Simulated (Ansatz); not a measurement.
System: zinc-blende InSb. Method: PBEsol-D3(BJ) (Ansatz, a first-principles code, plane waves, PAW).

Total energies, extrapolated to zero smearing (they compare only within this program, potentials and cutoff; free atoms with spin allowed, lowest state found):

| system | energy (eV/atom) |
|---|---|
| zinc-blende InSb, relaxed | -5967.1650 |
| free In atom | -5522.6812 |
| free Sb atom | -6404.9847 |

Work out the cohesive energy per atom.

E_coh = [1 × (-5522.6812) + 1 × (-6404.9847)]/2 − (-5967.1650) = 3.33 eV/atom. The reference value is 2.81 eV/atom (measured, static lattice: zero-point vibration energy added, our sources range from 2.79 to 2.90; as tabulated in Mejia-Rodriguez and Trickey (2018), arXiv:1807.09216), not set against a level without spin–orbit coupling.

Spin–orbit coupling is left out; its size isn't shown.

The PAW data were made under PBE.
